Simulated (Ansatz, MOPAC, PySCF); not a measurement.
Scan of H2N, doublet: symmetric bend, bond length relaxed. Scanned: H-N-H angle. Other coordinates (N-H bond length) were minimised at PBE0/def2-TZVP. Each profile is relative to its own lowest point.

| a / ° | A | B | C |
|---|---|---|---|
| 180 | 32.5 | 33.4 | 33.3 |
| 172 | 31.7 | 32.4 | 32.6 |
| 164 | 29.3 | 29.6 | 30.4 |
| 156 | 25.6 | 25.1 | 26.8 |
| 148 | 20.9 | 19.7 | 22.2 |
| 140 | 15.8 | 14.0 | 16.9 |
| 132 | 10.7 | 8.6 | 11.5 |
| 124 | 6.2 | 4.2 | 6.5 |
| 116 | 2.7 | 1.2 | 2.7 |
| 108 | 0.5 | 0.0 | 0.3 |
| 100 | 0.0 | 0.8 | 0.0 |
| 92 | 1.4 | 4.0 | 1.9 |
| 84 | 4.9 | 9.5 | 6.4 |
| 76 | 10.7 | 17.4 | 13.3 |
| 68 | 18.9 | 27.7 | 22.7 |
| 60 | 29.6 | 40.5 | 34.4 |

Energies in kcal/mol.

Problem. Match the curves with the methods AM1, unrestricted, heats of formation (MOPAC 23.2.5); unrestricted B3LYP/3-21G (PySCF); unrestricted PBE/cc-pVTZ in Ansatz (a first-principles code).

Solution. A is UKS-PBE/cc-pVTZ; B is AM1; C is UKS-B3LYP/3-21G.
